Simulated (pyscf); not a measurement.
Thermochemistry of product channels of O=Zr [singlet] + H₂O on the singlet surface, in kcal/mol, from ωB97M-D3(BJ)/def2-TZVP energies (ideal gas, 1 atm, RRHO with modes under 100 cm⁻¹ raised to 100, one conformer, R ln 2 for rigid chiral ones). PySCF, gas phase, ωB97X-D3(BJ)/def2-SVP geometries.

| products | ΔE | ΔH(298 K) | ΔG(600 K) | ΔG(900 K) |
|---|---|---|---|---|
| O=ZrH–OH | -72.5 | -75.2 | -59.0 | [?] |
| O=Zr=O + H₂ | -27.1 | -32.4 | -30.2 | -29.7 |

Problem. Complete the blanks.

Solution. 
- O=ZrH–OH, ΔG(900 K): -51.6

These are energies of the channels, which say nothing of barriers. A restricted singlet here is unstable towards spin polarisation, as is usual where a triplet lies low; its energy is less safe. Elements past Kr carry the def2 core potentials, without spin-orbit coupling.
